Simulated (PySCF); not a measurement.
Simulated outer-valence photoelectron spectrum of 2,2,2-trifluoroethylamine, `NCC(F)(F)F`. Method used: EOM-IP-CCSD/aug-cc-pVDZ in PySCF, restricted Hartree–Fock reference, frozen core, non-relativistic, gas phase, PBE0-D3(BJ)/def2-SVP geometry.

Each root has a Gaussian of 0.4 eV full width with its one-hole share as area; cross sections and vibrations are left out, and the highest printed point is 100.

ionisation energy (eV), intensity and a bar:
```
      9.8          3 #
     10.0         28 ########
     10.2         66 ####################
     10.4         39 ############
     10.6          6 ##
     10.8          0 
     11.0          0 
     11.2          0 
     11.4          0 
     11.6          0 
     11.8          0 
     12.0          0 
     12.2          0 
     12.4          0 
     12.6          0 
     12.8          0 
     13.0          2 #
     13.2         24 #######
     13.4         65 ####################
     13.6         45 #############
     13.8          8 ##
     14.0          1 
     14.2         10 ###
     14.4         54 ################
     14.6         98 #############################
     14.8         94 ############################
     15.0         78 #######################
     15.2         85 ##########################
     15.4         83 #########################
     15.6         55 #################
     15.8         14 ####
     16.0         23 #######
     16.2         75 #######################
     16.4        100 ##############################
     16.6         67 ####################
     16.8         17 #####
     17.0          1
```

Where are the maxima, and how many lines lie under the curve?

5 maxima, at 10.2, 13.4, 14.7, 15.2 and 16.4 eV, from 8 lines. At this width some lines have no maximum of their own.

List the lines with their holes.

```
E (eV)  leading hole (HF orbital)  area  Koopmans (eV)
 10.22                       HOMO  0.95          11.48
 13.45                     HOMO-1  0.96          14.84
 14.53                     HOMO-2  0.96          15.85
 14.79                     HOMO-4  0.95          17.50
 15.16                     HOMO-3  0.95          17.20
 15.48                     HOMO-5  0.95          17.81
 16.26                     HOMO-6  0.95          18.11
 16.51                     HOMO-7  0.95          18.50
```

The widest gap, 3.23 eV, lies between 10.22 and 13.45 eV. Only orbitals with −ε under 21 eV, eight at most, were ionised, so the high end of the curve may lack lines.

Shape of the structure used: `[NH2:1][CH2:2][C:3]([F:4])([F:5])[F:6]`: N1–C2–C3–F4 57°, H–N1–C2–C3 170°, H–N1–C2–C3 -70°.

One conformer stands for the species.
